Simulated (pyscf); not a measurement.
PySCF, gas phase, ωB97X-D3(BJ)/def2-SVP geometries.

SMILES: [NH2][Bi]([NH2])[NH2]
```xyz
10

N      0.1601    -1.6512    -0.5328
Bi     0.3497     0.3783     0.1498
N      0.6768     1.2327    -1.7955
N     -1.7604     0.7840     0.2144
H      1.0551    -2.0289    -0.8478
H     -0.4806    -1.7252    -1.3245
H     -0.0084     0.8980    -2.4747
H      0.5951     2.2505    -1.7790
H     -2.2283     0.4888    -0.6439
H     -2.2171     0.2854     0.9797
```

Q: How much does it cost (ΔH, 298 K, ωB97M-D3(BJ)/def2-TZVP) to split H₂N–Bi(NH₂)–NH₂ at its Bi–N bond into NH₂• + H₂N–Bi•–NH₂?

A: Bi–N to NH₂• + H₂N–Bi•–NH₂: 249.2 kJ/mol. The 7 functionals that were run give +240.3 (r²SCAN) to +265.2 kJ/mol (ωB97X-D3(BJ)/def2-TZVP). Other isomers of H₂N–Bi•–NH₂ were not searched in full and may lie lower. Elements past Kr carry the def2 core potentials, without spin-orbit coupling.
